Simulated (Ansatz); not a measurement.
A run of Ansatz (development build ahead of 0.2.0) on singlet C3H6 at this shape:

```xyz
9

C     0.8639    0.0207    0.0062
C    -0.4144    0.7321    0.0064
C    -0.4047   -0.7357    0.0222
H     1.4306    0.0130    0.9291
H    -0.7077    1.2448    0.9195
H    -0.7536   -1.2693    0.9388
H     1.4454    0.0048   -0.9400
H    -0.7393    1.2560   -0.9495
H    -0.7202   -1.2664   -0.9327
```

Its results:

| Quantity | Value |
| --- | --- |
| Converged | yes |
| Reference energy | -117.05997 hartree |
| Correlation energy | -0.42443 hartree |
| Total energy | -117.48440 hartree |
| Spin squared of the determinant | 0.000 |

Problem. Which input gives this output? Name the method, the orbitals and the basis set, and write the input.

Solution. RHF-MP2 in cc-pVDZ. An unrestricted run that stays on the closed shell gives the same numbers.

```yaml
crystal:
  periodic: [false, false, false]
  atoms:
    - { symbol: C, position_ang: [0.86393, 0.02068, 0.00621] }
    - { symbol: C, position_ang: [-0.41441, 0.7321, 0.00636] }
    - { symbol: C, position_ang: [-0.40472, -0.73568, 0.02224] }
    - { symbol: H, position_ang: [1.43062, 0.01299, 0.92914] }
    - { symbol: H, position_ang: [-0.70772, 1.24479, 0.9195] }
    - { symbol: H, position_ang: [-0.75355, -1.26929, 0.93877] }
    - { symbol: H, position_ang: [1.44537, 0.00484, -0.94001] }
    - { symbol: H, position_ang: [-0.7393, 1.25599, -0.9495] }
    - { symbol: H, position_ang: [-0.72022, -1.26641, -0.93269] }
basis:
  gaussian: { orbitals: cc-pVDZ }
hamiltonian:
  xc: hf
correlation:
  method: mp2
  frozen_orbitals: { C: 1, H: 0 }
```
